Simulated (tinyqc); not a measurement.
Worked calculation: UHF in the sto-6g basis, for LiH, spin multiplicity 3. One step of it, computed by the program tinyqc.

Question. Iteration 3: diagonalisation and new density. Diagonalise F' = X^T F X, C = X C', fill 3 alpha and 1 beta electrons from the bottom; D(s) = C_occ C_occ^T. Each column has its largest component positive (the first on a tie).

extrapolated F(alpha) (hartree), lower triangle:
```
            1Li 1s     1Li 2s    1Li 2px    1Li 2py    1Li 2pz      2H 1s
1Li 1s   -2.420275
1Li 2s   -0.614480  -0.315079
1Li 2px  -0.004211   0.008397   0.133057
1Li 2py  -0.008359   0.057392   0.000355   0.111194
1Li 2pz  -0.004754   0.017268   0.003741  -0.015533   0.068045
2H 1s    -0.019300  -0.141136  -0.001153  -0.007211  -0.212480  -0.514863
```

extrapolated F(beta) (hartree), lower triangle:
```
            1Li 1s     1Li 2s    1Li 2px    1Li 2py    1Li 2pz     2H 1s
1Li 1s   -2.376749
1Li 2s   -0.620846  -0.067937
1Li 2px  -0.000911  -0.005640   0.184791
1Li 2py  -0.008536  -0.035319  -0.000226   0.187889
1Li 2pz  -0.006040  -0.025975  -0.001225   0.001336   0.182796
2H 1s    -0.019409  -0.030180  -0.000549  -0.001639  -0.028980  0.277324
```

X, lower triangle:
```
            1Li 1s     1Li 2s   1Li 2px   1Li 2py    1Li 2pz     2H 1s
1Li 1s    1.022111
1Li 2s   -0.124385   1.035589
1Li 2px   0.000000   0.000000  1.000000
1Li 2py   0.000000   0.000000  0.000000  1.000000
1Li 2pz  -0.003222   0.020084  0.000000  0.000000   1.029100
2H 1s     0.013949  -0.098434  0.000000  0.000000  -0.143340  1.042410
```

Give: F' = X^T F X; orbital energies; coefficients C; F' = X^T F X; orbital energies; coefficients C; D(alpha) after iteration 3; D(beta) after iteration 3.

Answer.

F' = X^T F X (alpha) (hartree), lower triangle:
```
        1       2       3       4       5       6
1  -2.377
2  -0.313  -0.192
3  -0.005   0.009   0.133
4  -0.016   0.061   0.000   0.111
5  -0.013   0.052   0.004  -0.014   0.126
6   0.017  -0.089  -0.003  -0.011  -0.172  -0.467
```

orbital energies (alpha) (hartree): MO1 -2.421, MO2 -0.528, MO3 -0.166, MO4 0.126, MO5 0.133, MO6 0.190

coefficients C (alpha):
```
            MO1     MO2     MO3     MO4     MO5     MO6
1Li 1s    0.995  -0.037  -0.247  -0.054  -0.015  -0.072
1Li 2s    0.021   0.112   0.978   0.203   0.049   0.291
1Li 2px   0.002  -0.001  -0.029  -0.266   0.956   0.123
1Li 2py   0.003   0.003  -0.227   0.940   0.247   0.064
1Li 2pz   0.002   0.109  -0.225  -0.082  -0.157   0.993
2H 1s    -0.002   0.940  -0.186  -0.029   0.044  -0.442
```

F' = X^T F X (beta) (hartree), lower triangle:
```
        1       2       3      4       5      6
1  -2.327
2  -0.355   0.058
3   0.000  -0.006   0.185
4  -0.004  -0.035   0.000  0.188
5  -0.007  -0.011  -0.001  0.001   0.207
6   0.017  -0.062   0.000  0.001  -0.099  0.319
```

orbital energies (beta) (hartree): MO1 -2.378, MO2 0.071, MO3 0.163, MO4 0.185, MO5 0.204, MO6 0.386

coefficients C (beta):
```
            MO1     MO2     MO3     MO4     MO5     MO6
1Li 1s    0.993  -0.229   0.081   0.004   0.100   0.068
1Li 2s    0.027   0.864  -0.322  -0.015  -0.403  -0.290
1Li 2px   0.000   0.046  -0.036   0.995   0.082   0.009
1Li 2py   0.004   0.244  -0.444  -0.098   0.856   0.037
1Li 2pz   0.003   0.282   0.728  -0.008   0.322  -0.606
2H 1s    -0.004   0.225   0.302  -0.012   0.049   0.986
```

D(alpha) after iteration 3, lower triangle:
```
         1Li 1s  1Li 2s  1Li 2px  1Li 2py  1Li 2pz  2H 1s
1Li 1s    1.052
1Li 2s   -0.225   0.970
1Li 2px   0.009  -0.028    0.001
1Li 2py   0.059  -0.222    0.006    0.052
1Li 2pz   0.054  -0.208    0.006    0.052    0.063
2H 1s     0.009  -0.077    0.005    0.045    0.144  0.919
```

D(beta) after iteration 3, lower triangle:
```
         1Li 1s  1Li 2s  1Li 2px  1Li 2py  1Li 2pz  2H 1s
1Li 1s    0.987
1Li 2s    0.026   0.001
1Li 2px   0.000   0.000    0.000
1Li 2py   0.004   0.000    0.000    0.000
1Li 2pz   0.003   0.000    0.000    0.000    0.000
2H 1s    -0.004   0.000    0.000    0.000    0.000  0.000
```
